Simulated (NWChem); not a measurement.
# C2H6O (dimethyl ether) at 6 levels

Aim: a comparison of 6 runs (HF/3-21G, B3LYP/6-31G*, PBE/cc-pVDZ, r2SCAN/cc-pVDZ, MP2/cc-pVDZ) of C2H6O (dimethyl ether). 

Program for the calculation: NWChem 7.3.0.

2 further runs of the same task are left out: 2 set aside as unsound or not needed. Runs told in other sessions of the task aren't counted.

### Step 1. Starting point

C2H6O has 9 atoms, charge 0, and is taken as a singlet. SMILES: `COC`. The coordinates come from a PBE0-D4/def2-TZVP relaxation.

Bond lengths: C1–O2 1.399 Å, O2–C3 1.399 Å, C1–H4 1.100 Å, C1–H5 1.090 Å, C1–H6 1.100 Å, C3–H7 1.100 Å, C3–H8 1.090 Å, C3–H9 1.100 Å. Some angles: C1–O2–C3 112.1°, O2–C1–H4 111.6°, O2–C1–H5 107.7°, O2–C1–H6 111.6°, O2–C3–H7 111.6°, O2–C3–H8 107.7°, O2–C3–H9 111.6°, H4–C1–H5 108.9°, H4–C1–H6 108.2°, H5–C1–H6 108.9°.

### Step 2. Energy and gradient at HF/3-21G (run 1)

Input file run.py:

```python
from ase import Atoms
from ase.calculators.nwchem import NWChem

atoms = Atoms(['C', 'O', 'C', 'H', 'H', 'H', 'H', 'H', 'H'], positions=[
    [-0.413190, 0.872670, -0.645330],
    [0.563380, -0.127830, -0.595980],
    [0.479050, -0.887610, 0.575660],
    [-1.427650, 0.449000, -0.618190],
    [-0.283130, 1.417120, -1.580990],
    [-0.312930, 1.577090, 0.193180],
    [-0.493490, -1.394000, 0.659910],
    [1.266920, -1.640470, 0.540090],
    [0.621040, -0.265980, 1.471640],
])

calc = NWChem(
    label='c2h6o',
    theory='scf',
    memory='2200 mb',
    basis='3-21G',
    basispar='spherical bse',
    scf={'nopen': '0', 'rhf': None, 'thresh': '1e-08', 'maxiter': '80'},
)
atoms.calc = calc

forces = atoms.get_forces()
print("Total energy (eV):", round(atoms.get_potential_energy(), 6))
print("forces (eV/A):")
for s, f in zip(atoms.symbols, forces):
    print(f"{s:2s} {f[0]:10.5f} {f[1]:10.5f} {f[2]:10.5f}")
print("dipole (e A):", atoms.get_dipole_moment().round(4))
```

Launch:

```console
$ export ASE_NWCHEM_COMMAND="nwchem PREFIX.nwi > PREFIX.nwo"
$ python run.py
```

Output:

```text
Total energy (eV): -4169.077892
forces (eV/A):
C    -1.01625    1.26426   -0.36150
O     0.63568   -0.14424   -0.67250
C     0.16784   -1.07189    1.25907
H     0.35934    0.20723    0.00103
H    -0.07497   -0.16676    0.33491
H    -0.08690   -0.24441   -0.32365
H     0.37348    0.17936    0.02052
H    -0.28560    0.24873    0.04664
H    -0.07266   -0.27228   -0.30447
dipole (e A): [-0.2502  0.0568  0.2647]
```

The calculator wrote c2h6o.nwi:

```
title "c2h6o"

permanent_dir c2h6o

scratch_dir c2h6o

start c2h6o

geometry units angstrom nocenter noautosym noautoz
  C  -4.1319000000000000e-01 8.7266999999999995e-01 -6.4532999999999996e-01
  O  5.6337999999999999e-01 -1.2783000000000000e-01 -5.9597999999999995e-01
  C  4.7904999999999998e-01 -8.8761000000000001e-01 5.7565999999999995e-01
  H  -1.4276500000000001e+00 4.4900000000000001e-01 -6.1819000000000002e-01
  H  -2.8312999999999999e-01 1.4171199999999999e+00 -1.5809899999999999e+00
  H  -3.1292999999999999e-01 1.5770900000000001e+00 1.9317999999999999e-01
  H  -4.9348999999999998e-01 -1.3939999999999999e+00 6.5991000000000000e-01
  H  1.2669200000000000e+00 -1.6404700000000001e+00 5.4008999999999996e-01
  H  6.2104000000000004e-01 -2.6597999999999999e-01 1.4716400000000001e+00
end

memory 2200 mb

basis spherical bse noprint
   * library 3-21G
end

scf
  nopen 0
  rhf
  thresh 1e-08
  maxiter 80
end

task scf gradient
```

c2h6o.nwo:

```text
Northwest Computational Chemistry Package (NWChem) 7.3.0
             --------------------------------------------------------

           Job information
           ---------------

    nwchem branch   = 7.3.0
    use scalapack   = T
    input           = c2h6o.nwi
    prefix          = c2h6o.
    data base       = c2h6o/c2h6o.db
    status          = startup
    nproc           =        1

           Memory information
           ------------------

    heap     =     72089600 doubles =      550.0 Mbytes
    stack    =     72089597 doubles =      550.0 Mbytes
    global   =    144179200 doubles =     1100.0 Mbytes (distinct from heap & stack)
    total    =    288358397 doubles =     2200.0 Mbytes
    verify   = yes
    hardfail = no

[... 135 lines left out ...]
 Convergence threshold     :          1.000E-08
[... 13 lines left out ...]
       Final RHF  results
[... 3 lines left out ...]
      One-electron energy =   -375.163693593204
[... 1 line left out ...]
 Nuclear repulsion energy =     84.355502775178
[... 31 lines left out ...]
                       ROHF Final Molecular Orbital Analysis
[... 185 lines left out ...]
                         RHF ENERGY GRADIENTS

    atom               coordinates                        gradient
                 x          y          z           x          y          z
   1 C      -0.780816   1.649107  -1.219497    0.019763  -0.024586   0.007030
   2 O       1.064634  -0.241564  -1.126239   -0.012362   0.002805   0.013078
   3 C       0.905273  -1.677340   1.087840   -0.003264   0.020845  -0.024485
[... 5 lines of this table left out ...]
   9 H       1.173595  -0.502629   2.780996    0.001413   0.005295   0.005921

                 ----------------------------------------
                 |  Time  |  1-e(secs)   |  2-e(secs)   |
                 ----------------------------------------
                 |  CPU   |       0.00   |       0.25   |
                 ----------------------------------------
                 |  WALL  |       0.00   |       0.25   |
                 ----------------------------------------

 Task  times  cpu:        1.9s     wall:        1.9s
 Total times  cpu:        2.0s     wall:        2.0s
```

It took 4.2 s on 1 thread of Intel Xeon Platinum 8259CL at 2.50GHz (Skylake/Cascade Lake), shared host; peak memory 0.1 GiB.

### Step 3. Energy and gradient at B3LYP/6-31G(d) (spherical functions) (run 2)

Input file mol.nw:

```
START mol
memory 2200 mb
charge 0

GEOMETRY units angstroms noautosym nocenter noautoz
   C       -0.413190       0.872670      -0.645330
   O        0.563380      -0.127830      -0.595980
   C        0.479050      -0.887610       0.575660
   H       -1.427650       0.449000      -0.618190
   H       -0.283130       1.417120      -1.580990
   H       -0.312930       1.577090       0.193180
   H       -0.493490      -1.394000       0.659910
   H        1.266920      -1.640470       0.540090
   H        0.621040      -0.265980       1.471640
END

BASIS spherical bse
   * library 6-31G*
END

DFT
   xc b3lyp
   grid xfine
   convergence energy 1e-08
   iterations 100
   mulliken
   noprint "final vectors analysis"
END

TASK dft gradient
```

Launch:

```console
$ nwchem mol.nw > mol.out
```

Output:

```text
[...]
          Wavefunction type:  closed shell.
          No. of atoms     :     9
          No. of electrons :    26
[...]
          Charge           :     0
          Spin multiplicity:     1
[...]
          AO basis - number of functions:    54
[...]
              XC Information
              --------------
                         B3LYP Method XC Potential
                     Hartree-Fock (Exact) Exchange  0.200
                        Slater Exchange Functional  0.800 local
                    Becke 1988 Exchange Functional  0.720 non-local
              Lee-Yang-Parr Correlation Functional  0.810
                  VWN I RPA Correlation Functional  0.190 local
[...]
 d= 0,ls=0.0,diis     1   -154.9781350357 -2.39D+02  1.40D-02  3.80D-01     5.0
[...]
 d= 0,ls=0.0,diis     8   -155.0222452448 -1.24D-09  7.30D-07  2.94D-09    34.4
         Total DFT energy =     -155.022245244792
      One electron energy =     -376.711162539867
           Coulomb energy =      159.051678378239
    Exchange-Corr. energy =      -21.718263858342
 Nuclear repulsion energy =       84.355502775178
[...]
      Total Density - Mulliken Population Analysis
     ---------------------------------------------
    Atom       Charge   Shell Charges
 -----------   ------   -------------------------------------------------------
    1 C    6     6.19   2.00  0.68  2.07  0.55  0.82  0.06
    2 O    8     8.44   2.00  0.90  2.93  0.94  1.64  0.03
    3 C    6     6.19   2.00  0.68  2.07  0.55  0.82  0.06
    4 H    1     0.87   0.53  0.34
    5 H    1     0.84   0.53  0.31
    6 H    1     0.87   0.53  0.34
    7 H    1     0.87   0.53  0.34
    8 H    1     0.84   0.53  0.31
    9 H    1     0.87   0.53  0.34
[...]
  wavefunction    = closed shell
                         DFT ENERGY GRADIENTS
    atom               coordinates                        gradient
                 x          y          z           x          y          z
   1 C      -0.780816   1.649107  -1.219497    0.002465  -0.002686   0.000350
   2 O       1.064634  -0.241564  -1.126239   -0.005364   0.001217   0.005676
   3 C       0.905273  -1.677340   1.087840    0.000028   0.002122  -0.002988
   4 H      -2.697867   0.848487  -1.168210    0.002617   0.000189  -0.000049
   5 H      -0.535038   2.677968  -2.987638   -0.000340  -0.001048   0.001923
   6 H      -0.591352   2.980268   0.365057    0.000446  -0.002008  -0.001631
   7 H      -0.932561  -2.634278   1.247049    0.001974   0.001458  -0.000930
   8 H       2.394132  -3.100039   1.020622   -0.001629   0.001494   0.000160
   9 H       1.173595  -0.502629   2.780996   -0.000197  -0.000738  -0.002509
[...]
```

Wall time 44 s (1 thread of Intel Xeon Platinum 8259CL at 2.50GHz (Skylake/Cascade Lake), shared host); peak memory 0.14 GiB.

Runs 3 to 5 aren't shown in full; the table further down has their settings and results.

### Step 4. Energy and gradient at MP2/cc-pVDZ (run 6)

Input file c2h6o.nw:

```
START c2h6o
memory 2200 mb

GEOMETRY units atomic noautosym nocenter noautoz
 C     -0.78081594     1.64910730    -1.21949696
 O      1.06463390    -0.24156369    -1.12623898
 C      0.90527330    -1.67733981     1.08783974
 H     -2.69786750     0.84848703    -1.16820979
 H     -0.53503816     2.67796869    -2.98763811
 H     -0.59135200     2.98026817     0.36505729
 H     -0.93256095    -2.63427822     1.24704917
 H      2.39413182    -3.10003902     1.02062218
 H      1.17359551    -0.50262935     2.78099655
END

BASIS spherical bse
 * library cc-pVDZ
END

SCF
 thresh 1e-08
 maxiter 80
END

MP2
 freeze core 3
 tight
END

TASK mp2 gradient
```

Launch:

```console
$ nwchem c2h6o.nw > c2h6o.out
```

Output:

```text
[...]
  functions       =    72
[...]
  wavefunction    = RHF
[...]
         Total SCF energy =   -154.076190864439
      One-electron energy =   -376.408722540876
      Two-electron energy =    137.977035030274
 Nuclear repulsion energy =     84.355496646164
        Time for solution =     19.3s
[...]
          Total MP2 energy          -154.554211815665
[...]
                         mp2 ENERGY GRADIENTS
    atom               coordinates                        gradient
                 x          y          z           x          y          z
   1 C      -0.780816   1.649107  -1.219497    0.000366   0.001546  -0.002650
   2 O       1.064634  -0.241564  -1.126239   -0.008905   0.002021   0.009422
   3 C       0.905273  -1.677340   1.087840    0.002232  -0.002134  -0.000100
   4 H      -2.697868   0.848487  -1.168210    0.006544   0.001761  -0.000304
   5 H      -0.535038   2.677969  -2.987638   -0.000832  -0.003255   0.005666
   6 H      -0.591352   2.980268   0.365057    0.000198  -0.004662  -0.004926
   7 H      -0.932561  -2.634278   1.247049    0.005760   0.003309  -0.001378
   8 H       2.394132  -3.100039   1.020622   -0.004777   0.004527   0.000268
   9 H       1.173596  -0.502629   2.780997   -0.000586  -0.003113  -0.005998
[...]
```

Wall time 50 s (1 thread of Intel Xeon Platinum 8259CL at 2.50GHz (Skylake/Cascade Lake), shared host); peak memory 0.18 GiB.

### Step 5. The series

```
run                               level  iteration cap  module  energy (Eh)  dipole moment (D)  HOMO energy (eV)  LUMO energy (eV)  wall time
  1                            HF/3-21G             80     scf  -153.210788               1.77            -11.15              7.13      4.2 s
  2  B3LYP/6-31G* (spherical functions)            100     dft  -155.022245               1.24                 –                 –       44 s
  3  B3LYP/6-31G* (Cartesian functions)            100     dft  -155.024824               1.24             -6.85              2.53       48 s
  4                         PBE/cc-pVDZ            100     dft  -154.826039               1.02             -5.49              1.16       68 s
  5                      r2SCAN/cc-pVDZ            100     dft  -154.935011               1.12             -5.86              1.82       99 s
  6                         MP2/cc-pVDZ             80     mp2  -154.554212               1.19            -11.37              5.01       50 s
```

### Step 6. What came out

| quantity | value |
| --- | --- |
| run 6: total energy | -154.55421 Eh |
| run 6: dipole moment (of the density that the program reports) | 1.19 D |
| run 6: HOMO energy (Hartree–Fock orbitals) | -11.37 eV |
| run 6: LUMO energy (Hartree–Fock orbitals) | 5.01 eV |
| run 6: HOMO–LUMO gap (Hartree–Fock orbitals) | 16.39 eV |
| run 6: correlation energy (3 core orbitals frozen) | -478.0 mEh |
| run 6: largest force on an atom | 0.675 eV/Å |

What this shows: The dipole moment (its size) runs from 1.02 D (PBE/cc-pVDZ) to 1.77 D (HF/3-21G). The two ends differ in method and basis. Over runs 1, 3, 4, 5 the HOMO–LUMO gap runs from 6.65 eV (PBE/cc-pVDZ) to 18.28 eV (HF/3-21G). Totals of different functionals can't be ranked against each other. All runs together took 5.2 min, the longest 99 s.
